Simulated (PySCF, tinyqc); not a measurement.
A ladder of methods, and size consistency: correlation methods against full CI in the sto-6g basis, for CH2, spin multiplicity 1. Computed by the program tinyqc with PySCF. All electrons correlated; +Q is the Davidson correction (1 - c0^2) E_corr. The last columns treat two copies 100 angstrom apart as one system. FCI is the lowest singlet.

Geometry (angstrom):
```
atom       x        y       z
C     0.0000   0.0000  0.0000
H     0.0000   1.0520  0.5680
H     0.0000  -1.0520  0.5680
```

RHF energy of one = -38.722148 hartree

Correlation energies (hartree):
```
method   E_corr of one  share of FCI (%)  E_corr of two at 100 angstrom  two minus twice one (mhartree)
MP2          -0.039363           57.5923                      -0.078726                          0.0000
CISD         -0.064362           94.1684                      -0.120990                          7.7343
CISD+Q       -0.069015          100.9763                      -0.134044                          3.9856
CCSD         -0.067583           98.8809                      -0.135166                          0.0000
CCSD(T)      -0.067947           99.4138                      -0.135894                          0.0000
FCI          -0.068348          100.0000                              -                               -
```

What does the comparison show, and why?

MP2 recovers 58 %, CISD 94.2 % and CCSD 98.9 % of the FCI value (c0^2 = 0.928 in CISD). MP2 and coupled cluster are size consistent, so their last column vanishes; CISD loses 7.73 mhartree, since a double excitation on each copy is a quadruple of the pair, and the Davidson correction leaves +3.99. The restricted reference is unstable here: a spin-polarised solution lies 0.0390 hartree lower (PySCF), so results built on it describe a poor reference.
